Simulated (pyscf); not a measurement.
## Routes from `[GeH3][SeH]` + `[ClH]`

Candidate steps break at most two bonds and form at most two. Each was searched with GFN2-xTB (tblite) first. Single points on ωB97X-D3(BJ)/def2-SVP structures (PySCF, gas phase). Energies: ωB97M-D3(BJ)/def2-TZVP, eV, from the separated reactants, singlet surface; ΔG‡ with ideal gas, 1 atm, RRHO with modes under 100 cm⁻¹ raised to 100, one conformer, R ln 2 for chiral ones without a mode under 150 cm⁻¹.

```
products                          type   ΔE‡     ΔE  ΔG‡ 298 K  ΔG‡ 900 K  ν‡ (cm⁻¹)
----------------  --------------------  ----  -----  ---------  ---------  ---------
H₂Se + Cl–GeH₃    four-centre exchange  1.34  -0.20       1.75       2.60       396i
Cl–GeH₂–SeH + H₂  four-centre exchange  1.63  -0.56       2.04       2.92       940i
```

Row 1: On the reactant side the descent ends in a complex, 0.21 eV under the separated species and 1.48 eV under the saddle at ωB97X-D3(BJ)/def2-TZVP. 

Plain bond fissions and candidates not yet searched are not listed, and one of them may be faster. Each barrier is that of the saddle found; lower ones may exist. Elements up to Kr have no core potential and no relativistic terms here.
